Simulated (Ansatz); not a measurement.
Basis-set extrapolation for C3H5NO, SMILES `C=C(O)C=N` (PBE0-D4/def2-TZVP geometry, frozen core, Ansatz). Multiplicity 1, RHF reference.

```tsv
	def2-TZVPP	def2-QZVPP
HF	-245.892387	-245.903722
MP2 correlation	-0.919846	-0.984208
CCSD(T) correlation	-0.987406	not run
```

Energies in hartree. Use E(X) = E(∞) + A·exp(−7.88·√X) for Hartree–Fock and E(X) = E(∞) + B·X^(−2.97) for correlation, with X = 3 and 4, and add CCSD(T) minus MP2 of the smaller set to the MP2 limit.

Q: What is the CCSD(T) energy at the basis-set limit?

A: HF limit: -245.903722 + (-0.011335) × 0.13774 = -245.90528. MP2 limit: -0.984208 + (-0.064362) × 0.74074 = -1.03188. Higher-order term: -0.987406 − (-0.919846) = -0.06756. Total: -247.00472 hartree, 328.0 kJ/mol below CCSD(T)/def2-TZVPP.
